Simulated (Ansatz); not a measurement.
## Rutile TiO2

Method: PBE-D4 in Ansatz (plane waves, PAW).

Run with plane-wave cutoff 500 eV, 10×10×14 k mesh (along the axes of the cell as run), gaussian smearing 0.02 eV, no spin polarisation, scalar-relativistic PAW data made under PBE.

Cell (relaxed at this level):

TiO₂ is modelled in the tetragonal space group P4₂/mnm (No. 136), the rutile structure, Pearson symbol tP6. Lattice parameters: a = b = 4.6078 Å, c = 2.9544 Å, α = β = γ = 90.00°. Ti on 2b is surrounded by 6 O at 1.950–1.985 Å (octahedral). O on 4g is coordinated by 3 Ti at 1.950–1.985 Å (trigonal planar). (Neighbours: up to the widest gap in distance over summed covalent radii, below 1.35, at either atom; cation-cation and far metal-metal contacts left out.)

```
Quantity                        Value
--------  ---------------------------
band gap  1.87 eV (on the SCF k mesh)
```

Computed values are for the static lattice.

Computing time: very roughly 2.4 core-minutes.

Ansatz is a quantum-chemistry and plane-wave program.
